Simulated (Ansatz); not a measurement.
Worked example: H2O, triplet against H$_{2}$O, singlet

Geometry (PBE0/def2-TZVP stationary point of a singlet), kept for both states (H2O, singlet: A1; H2O, triplet: B1):

```yaml
atoms:
  - { symbol: O, position_ang: [0.0000, -0.0653, 0.0000] }
  - { symbol: H, position_ang: [0.0000, 0.5184, -0.7615] }
  - { symbol: H, position_ang: [0.0000, 0.5184, 0.7615] }
```

Basis cc-pVDZ; Ansatz 0.2.0. Only valence electrons are correlated (noble-gas cores frozen). R marks a restricted (for open shells ROHF) determinant, U an unrestricted one.

Full CI isn't at hand for all of this; UCCSDT(Q) serves as the reference, and is uncertain by about the last step of the cluster series.

```
    level  E(H2O, singlet) (hartree)  E(H2O, triplet) (hartree)
      UHF                 -76.026660                 -75.780648
     UMP2                 -76.228392                 -75.944314
 UCCSD(T)                 -76.241006                 -75.963717
      PBE                 -76.333486                 -76.061346
  wB97M-V                 -76.389175                 -76.110849
UCCSDT(Q)                 -76.241656                 -75.964264
```

Give the vertical gap, H2O triplet less H2O singlet, at each level in eV (1 hartree = 27.2114 eV), and each error against UCCSDT(Q).

UCCSDT(Q): (-75.964264 − (-76.241656)) × 27.2114 = 7.548 eV (the reference)
wB97M-V: (-76.110849 − (-76.389175)) × 27.2114 = 7.574 eV, error 0.026 eV
PBE: (-76.061346 − (-76.333486)) × 27.2114 = 7.405 eV, error -0.143 eV
UCCSD(T): (-75.963717 − (-76.241006)) × 27.2114 = 7.545 eV, error -0.003 eV
UMP2: (-75.944314 − (-76.228392)) × 27.2114 = 7.730 eV, error 0.182 eV
UHF: (-75.780648 − (-76.026660)) × 27.2114 = 6.694 eV, error -0.854 eV

Total energies of functionals can't be set beside those of wave-function methods, since they hold the core's correlation and their own absolute errors; only the differences compare.

In so small a basis the reference is far from its limit while semilocal and hybrid functionals are nearer theirs, so the functionals' errors here hold much of the reference's basis and frozen-core error, which can add to them or hide them.

Each level lands on the state that its own search finds. T1 diagnostics of restricted CCSD: 0.006 and 0.012.
